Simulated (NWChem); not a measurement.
Program: NWChem. System: oxygen (O$_{2}$), charge 0, spin multiplicity 3, at a geometry optimised with UB3LYP/def2-SVP. Its SCF solution wasn't tested for a lower state. Level: ROCCSD(T)/def2-TZVPD, 2 core orbitals frozen.

Job file:

```
start mol
memory heap 100 mb stack 700 mb global 1900 mb
geometry units angstroms nocenter noautoz
  O      0.000000     0.000000     0.599976
  O      0.000000     0.000000    -0.599976
  symmetry group D2h
end
basis spherical
  * library def2-tzvpd
end
scf
  rohf
  nopen 2
  maxiter 100
  thresh 1e-7
  semidirect memsize 60000000 filesize 0
  # guess.movecs holds the orbitals of an unrestricted PBE0 run
  vectors input guess.movecs output mol.movecs
end
tce
  freeze core 2
  ccsd(t)
  2eorb
  2emet 13
  thresh 1e-6
  maxiter 100
  tilesize 24
end
task tce energy
```

NWChem printed:

```
             Northwest Computational Chemistry Package (NWChem) 7.3.0
             --------------------------------------------------------

                                NWChem Input Module
                                -------------------

 Scaling coordinates for geometry "geometry" by  1.889725989
 (inverse scale =  0.529177249)

 Turning off AUTOSYM since
 SYMMETRY directive was detected!

                             Geometry "geometry" -> ""
                             -------------------------

 Output coordinates in angstroms (scale by  1.889725989 to convert to a.u.)

  No.       Tag          Charge          X              Y              Z
 ---- ---------------- ---------- -------------- -------------- --------------
    1 O                    8.0000     0.00000000     0.00000000     0.59997600
    2 O                    8.0000     0.00000000     0.00000000    -0.59997600

 Effective nuclear repulsion energy (a.u.)      28.2239155699

            Nuclear Dipole moment (a.u.)
            ----------------------------
        X                 Y               Z
 ---------------- ---------------- ----------------
     0.0000000000     0.0000000000     0.0000000000

      Symmetry information
      --------------------

 Group name             D2h
 Group number             26
 Group order               8
 No. of unique centers     1

      Symmetry unique atoms

     1


 Summary of "ao basis" -> "" (spherical)
 ------------------------------------------------------------------------------
       Tag                 Description            Shells   Functions and Types
 ---------------- ------------------------------  ------  ---------------------
 *                         def2-tzvpd                 on all atoms

 Summary of "ao basis" -> "ao basis" (spherical)
 ------------------------------------------------------------------------------
       Tag                 Description            Shells   Functions and Types
 ---------------- ------------------------------  ------  ---------------------
 O                         def2-tzvpd               14       40   6s4p3d1f
[...]
    Number of AO functions :    80
       Number of AO shells :    28
        Use of symmetry is : on
      Symmetry adaption is : on
         Schwarz screening : 0.10D-09

          Correlation Information
          -----------------------
          Calculation type : Coupled-cluster singles & doubles w/ perturbation
   Perturbative correction : (T)
            Max iterations :      100
        Residual threshold : 0.10D-05
     T(0) DIIS level shift : 0.00D+00
     L(0) DIIS level shift : 0.00D+00
     T(1) DIIS level shift : 0.00D+00
     L(1) DIIS level shift : 0.00D+00
     T(R) DIIS level shift : 0.00D+00
     T(I) DIIS level shift : 0.00D+00
   CC-T/L Amplitude update :  5-th order DIIS
                I/O scheme : Global Array Library
        L-threshold :  0.10D-05
        EOM-threshold :  0.10D-05
 no EOMCCSD initial starts read in
 TCE RESTART OPTIONS
 SLICE:      F
 D4D5:       F
 quantumc:   F
 qrotation:  F
 pwtce:      F
 qducc:      F
 nacto:                         0
 nrotv:                         0
 nrot:                          0

            Memory Information
            ------------------
          Available GA space size is     249024000 doubles
          Available MA space size is     104854100 doubles

 Maximum block size supplied by input
 Maximum block size        24 doubles

 tile_dim =     16

 -------------------------------------------------

 Global array virtual files algorithm will be used

 Parallel file system coherency ......... OK

 4-electron integrals stored in orbital form

 v2    file size   =          1034575
 4-index algorithm nr.  13 is used
 imaxsize =       30
 imaxsize ichop =        0


CCSD iterations
 ---------------------------------------------------------
 Iter          Residuum       Correlation     Cpu    Wall
 ---------------------------------------------------------
    1   0.3384637473978  -0.4986552945716     2.7     2.7
    2   0.1321049542362  -0.4228217027504     2.9     2.9
    3   0.0776437789455  -0.4699898063133     2.8     2.8
    4   0.0401001653460  -0.4481935180422     3.4     3.4
    5   0.0265915427110  -0.4604557035122     2.9     2.9
    6   0.0028712500658  -0.4566118990816     3.2     3.2
    7   0.0017364855102  -0.4564567871903     2.8     2.8
    8   0.0015392956911  -0.4564552221992     3.1     3.1
    9   0.0015890544685  -0.4564792606314     3.0     3.0
   10   0.0016853623622  -0.4564683078081     2.9     2.9
   11   0.0000590018443  -0.4564790814293     2.9     2.9
   12   0.0000282483539  -0.4564757243369     2.5     2.5
   13   0.0000235038429  -0.4564792479978     2.8     2.8
   14   0.0000224023634  -0.4564777615751     2.6     2.6
   15   0.0000230002262  -0.4564788650672     2.8     2.8
   16   0.0000013762754  -0.4564785763101     2.8     2.8
   17   0.0000006701167  -0.4564784931131     2.8     2.8
 -----------------------------------------------------------------
 Iterations converged
 CCSD correlation energy / hartree =        -0.456478493113124
 CCSD total energy / hartree       =      -150.118720196381105

 Singles contributions

 Doubles contributions
 CCSD(T)
 Using plain CCSD(T) code
             total no. of tasks         8440
 total no. of tasks / no. procs         8440
                         wl_min            2           1.1
                         wl_max        30720           5.6
        thresh for no. of tasks         8440

 CCSD[T]  correction energy / hartree =        -0.019722612682764
 CCSD[T] correlation energy / hartree =        -0.476201105795888
 CCSD[T] total energy / hartree       =      -150.138442809063861
 CCSD(T)  correction energy / hartree =        -0.019765258861219
 CCSD(T) correlation energy / hartree =        -0.476243751974343
 CCSD(T) total energy / hartree       =      -150.138485455242318

 Task  times  cpu:       86.2s     wall:       86.2s

 Total times  cpu:       86.3s     wall:       86.3s
```
